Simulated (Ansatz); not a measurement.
**Energy profile**

The step: CH₃ + H₂S → CH₄ + HS; bonds formed: H1–C3; bonds broken: H1–S2 (atoms numbered as in the saddle structure below).

H1  (0.006, -0.634, -0.068)
S2  (0.499, -1.972, 0.044)
C3  (-0.487, 0.924, -0.156)
H4  (1.603, -1.549, 0.679)
H5  (-1.465, 0.734, -0.579)
H6  (-0.436, 1.185, 0.894)
H7  (0.280, 1.312, -0.814)
(Å)

Electronic energies by CCSD(T) at an estimated basis limit (MP2 extrapolated from triple and quadruple zeta, plus CCSD(T) − MP2 in triple zeta), on PBE0-D4/def2-TZVP structures; CH5S, doublet; no counterpoise correction; spin–orbit coupling, which lowers free halogen atoms and radicals such as OH and SH, is left out. Program: Ansatz 0.2.0. Basis: def2-TZVPP and def2-QZVPP. Cores are frozen in the correlated methods; orbitals are unrestricted. Extrapolation: Hartree–Fock as exp(−7.88 √X), correlation as X^−2.97.

Task: Give the profile in kcal/mol, counted from the separated reactants. (An estimate is asked for; the value comes from the calculation.)

Result: By the calculation:
| point | kcal/mol |
| --- | --- |
| separated: H2S (H1, S2, H4; singlet) + CH3 (C3, H5, H6, H7; doublet) | 0.00 |
| start structure | -0.99 |
| saddle | 3.18 |
| end structure | -17.19 |
| separated: CH4 (H1, C3, H5, H6, H7; singlet) + HS (S2, H4; doublet) | -16.42 |

The T1 diagnostic stays at or below 0.014. ⟨S²⟩ of the unrestricted Hartree–Fock references: 0.76 to 0.78 (a pure state has 0.75).

For scale, one of the runs: CCSD(T)/def2-TZVPP, 143 basis functions, launched by `ansatz run in.yaml --threads 2 --pin off --events-out ev --progress --plain --max-ram 4352MiB`. Time: 33 s of wall clock on 2 CPU threads of an Arm Neoverse V2; the host was shared. Peak host memory: 1.8 GiB.
